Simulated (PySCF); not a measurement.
Stretching NaCl⁻

Set-up: basis Na def2-SVPD, Cl def2-SVPD; no relativity; PySCF 2.14. Energies in eV from Na + Cl⁻ in their ground configurations at the same level. State: ²Σ⁺ (doublet), unpaired electrons σ ↑.

```csv
R (Å),UHF-CCSD(T)
2.277,-1.088
2.378,-1.222
2.454,-1.273
2.530,-1.294
2.606,-1.293
2.707,-1.268
2.834,-1.210
2.985,-1.123
```

**Question.** Put a parabola through the three lowest points of the UHF-CCSD(T) curve and estimate Re, k and ωe (reduced mass 13.87 u; 1 eV/Å² = 0.16022 mdyn/Å; ωe = 1302.8·√(k/μ) cm⁻¹).

**Answer.** Through R = 2.454, 2.53, 2.606 Å the second-order coefficient is 1.90 eV/Å², so Re ≈ 2.565 Å, k ≈ 0.610 mdyn/Å and ωe ≈ 273 cm⁻¹. A polynomial fit of higher order to the unrounded UHF-CCSD(T) energies gives Re = 2.563 Å, k = 0.537 mdyn/Å, ωe = 256 cm⁻¹; anharmonicity and rounding make the difference.

The higher-order fit for each curve: UHF-CCSD(T): Re = 2.563 Å, ωe = 256 cm⁻¹, De = 1.30 eV.

Correlated steps freeze 6 core orbitals. Correlated levels converge slowly with the basis: in double zeta they bind strong bonds too weakly, by up to about 1 eV, and carry superposition errors of some tenths. For an ion De counts to the pair picked by the measured ionisation energies or electron affinities, which need not be the lowest pair at this level. The state was picked by a PBE0 search and need not be the measured ground state.
